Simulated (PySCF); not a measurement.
All values below come from PySCF 2.14.0 with PBE-D3(BJ)/def2-TZVP // CAM-B3LYP-D3(BJ)/def2-TZVP. Gas-phase values, no solvent. Excitations are Tamm–Dancoff values on a coarser integration grid. The basis has no diffuse functions, so Rydberg states are missing or too high.

Reference species (SMILES): `ClB(Cl)I` (neutral, multiplicity 1).

| Item | Result |
|---|---|
| HOMO–LUMO gap | 3.87 eV |
| S1 excitation (TDA) | 3.93 eV |
| S1 oscillator strength | 0.000 |
| brightest of the four lowest singlets (TDA) | 4.97 eV |

Changed species: `ClB(Cl)Cl` (0 of 3 Cl replaced by I; the reference has 1 of 3 Cl replaced by I).

Task: Predict the effect on the HOMO–LUMO gap, S1 excitation (TDA), S1 oscillator strength and brightest of the four lowest singlets (TDA).

Result: the HOMO–LUMO gap increases by 1.17 eV, to 5.04 eV; the S1 excitation (TDA) goes up by 1.19 eV, to 5.12 eV; the S1 oscillator strength stays essentially unchanged; the brightest of the four lowest singlets (TDA) rises by 1.73 eV, to 6.70 eV.
